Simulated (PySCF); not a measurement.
butadiene (C₄H₆), SMILES C=CC=C. Heavy atoms are numbered as in [CH2:1]=[CH:2][CH:3]=[CH2:4]. Hydrogens are named by the atom that carries them.

Geometry optimised at r2SCAN-D4/def2-SVP. The values are those of a single conformer.

All values below come from PBE/pcSseg-1 in PySCF.

GIAO shieldings, no solvent; atoms alike by connectivity are averaged. δ = σ(ref) − σ: ¹³C against TMS (σ = 182.0 ppm); ¹H against TMS (σ = 31.49 ppm), references at their B3LYP-D3(BJ)/def2-TZVP geometries, non-relativistic.

| nucleus | atoms | count | δ (ppm) |
|---|---|---|---|
| ¹³C | C2 (CH) | 2 | 148.2 |
| ¹³C | C1 (CH2) | 2 | 126.7 |
| ¹H | H on C2 | 2 | 6.74 |
| ¹H | H on C1 | 4 | 5.71 |
